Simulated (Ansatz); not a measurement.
Reaction (SMILES): N (NH3) → 3 H atom + N atom
B3LYP-D3(BJ)/def2-TZVP geometries, fixed; electronic energies without zero-point terms.

Energies in hartree at CCSD(T) with Ansatz (a first-principles code); the atomisation energy is their sum with the coefficients shown, times 627.509 kcal/mol a hartree. All functions are spherical. Cores are frozen. Open shells are unrestricted. No added dispersion term, no relativity.

| species | coefficient | part | cc-pVDZ | cc-pVTZ | cc-pVQZ |
|---|---|---|---|---|---|
| N (NH3) | -1 | Hartree-Fock | -56.19547 | -56.21775 | -56.22299 |
| N (NH3) | -1 | correlation | -0.20635 | -0.25529 | -0.26998 |
| H atom | +3 | Hartree-Fock | -0.49928 | -0.49981 | -0.49995 |
| N atom | +1 | Hartree-Fock | -54.39111 | -54.40069 | -54.40372 |
| N atom | +1 | correlation | -0.08739 | -0.11402 | -0.12111 |

Q: Predict the atomisation energy in cc-pV5Z (X = 5): let each Hartree-Fock step shrink by the ratio of the last two, and fit each correlation energy at X = 3 and 4 to E + A/X^3. Compare with the run.

A: 
- N (NH3): steps -0.02228 and -0.00524, ratio 0.235, so Hartree-Fock -56.22422 (run: -56.22463); A = (-0.25529 - (-0.26998))/(1/27 - 1/64) = 0.6861, correlation -0.26998 - A/64 + A/125 = -0.27521 (run: -0.27477).
- H atom: steps -0.00053 and -0.00014, ratio 0.264, so Hartree-Fock -0.49999 (run: -0.49999).
- N atom: steps -0.00958 and -0.00303, ratio 0.316, so Hartree-Fock -54.40468 (run: -54.40444); A = (-0.11402 - (-0.12111))/(1/27 - 1/64) = 0.3311, correlation -0.12111 - A/64 + A/125 = -0.12363 (run: -0.12350).
Predicted 295.65 kcal/mol; the run in cc-pV5Z gives 295.86, a miss of -0.21. Keeping the value in cc-pVQZ, 293.86, would miss by -2.01. All sums are of the energies as printed.
